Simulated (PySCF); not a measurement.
Point groups of optimised structures. Method used: PySCF, PBE0-D3(BJ)/def2-SVP geometry optimisation, gas phase. The symmetry is that of the one conformer found, every atom within 0.08 Å of its image; none is proved a minimum here. Atoms past krypton carry def2 core potentials.

Problem. Point group, rotor type and polarity of `[CH3:1][O:2][CH2:3][CH:4]([CH3:5])[CH3:6]` with C1–O2–C3–C4 180°, O2–C3–C4–C5 58° (i-BuOMe)?

Solution. C1; asymmetric top; symmetry number 1; this conformer is chiral (no improper operation); dipole 1.05 D; A, B, C = 7062, 1909, 1620 MHz.

Problem. What symmetry has `[O]=[W](=[O])([F])[F]` (WO2F2)?

Solution. C2v; asymmetric top; symmetry number 2; 4 operations, which sort the 5 atoms into 3 sets; dipole 1.73 D; A, B, C = 3936, 3315, 3076 MHz.

Problem. What symmetry has `[CH3:1][CH2:2][CH2:3][O:4][CH2:5][CH3:6]` with C1–C2–C3–O4 180°, C2–C3–O4–C5 180°, C3–O4–C5–C6 -179° (ethyl propyl ether)?

Solution. Cs; near-prolate asymmetric top; symmetry number 1; 2 operations, which sort the 18 atoms into 13 sets; dipole 0.97 D, in the ab plane, which is the mirror; A, B, C = 15855, 1277, 1228 MHz; heavy atoms equivalent by symmetry: none.

Problem. What symmetry has `[CH2:1]=[CH:2][F:3]`?

Solution. Cs; near-prolate asymmetric top; symmetry number 1; 2 operations, which sort the 6 atoms into 6 sets; dipole 1.25 D, in the ab plane, which is the mirror; A, B, C = 65962, 10642, 9164 MHz; heavy atoms equivalent by symmetry: none.

Problem. What symmetry has TeMe2, `[Te](C)C`?

Solution. C2v; asymmetric top; symmetry number 2; 4 operations, which sort the 9 atoms into 4 sets; dipole 1.21 D, along b, the twofold axis.

Problem. `[I][Mo]([I])([I])[I]` [triplet]: symmetry, top, dipole?

Solution. Td; spherical top; symmetry number 12; 24 operations, which sort the 5 atoms into 2 sets; dipole forbidden by symmetry (computed 0.01 D).

Caution for open-shell metal species: one SCF solution and one stationary point were followed, and a lower state or a bent or distorted shape isn't ruled out.
